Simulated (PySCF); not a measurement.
Rock-salt NaCl: correlation energy from several methods in one and the same small orbital space (PySCF; 2 atoms at the zone centre, 8 electrons in 16 orbitals, empty ones MP2 natural orbitals of a TZ basis, lattice constant set to 5.4709 Å). Its volume lies 9 % below that of the crystal's usual cell. It tests the methods against each other and lies far from the crystal's limit.

```
method    E_corr (eV per atom)  share of full CI (%)  error (meV)
--------  --------------------  --------------------  -----------
MP2                    -1.9339                  82.5          410
CCSD                   -2.3059                  98.4           38
CCSD(T)                -2.3357                  99.7            8
CCSDT                  -2.3398                  99.8            4
CCSDT(Q)               -2.3431                 100.0            1
CCSDTQ                 -2.3436                 100.0            0
full CI                -2.3438                 100.0            0
```

The Hartree–Fock determinant has a weight of 0.93 in the full CI state.

MP2, (T) and (Q) use filled levels shifted down by the Madelung term, which in so small a cell is a large part of the gap, so these rows hang on it.
